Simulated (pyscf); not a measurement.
This saddle point was located with ωB97X-D3(BJ)/def2-SVP in PySCF.

```
B
H 1 1.2071
H 1 1.2095 2 124.52
H 1 1.2473 2 109.35 3 117.50
H 1 1.2473 2 109.35 4 125.00
P 5 1.8033 1 87.23 2 -112.48
H 6 1.4263 5 76.72 1 130.85
H 6 1.4263 7 91.87 5 127.68
```
Charge 0, spin multiplicity 1.

Surface: singlet, charge 0. Lowest wavenumbers (cm⁻¹): 592i, 190, 424, 550, 767.

Q: Name the species on either side of this saddle.

A: PH₃ + borane (BH₃) ⇌ PH₃ + borane (BH₃), a four-centre exchange read from left to right: H–P, B–H broken and H–P, B–H formed. At CCSD(T)/def2-TZVPP + ΔMP2(QZVPP) it lies +14.0 kcal/mol from the left side and +14.0 kcal/mol from the right (each side as separated species at their lowest minima found). At the saddle there is also a short B–P contact that neither side keeps. This is the saddle that the search found; another between the same sides may lie lower. The CCSD(T) − MP2 part came from Ansatz, without density fitting, on the same reference.
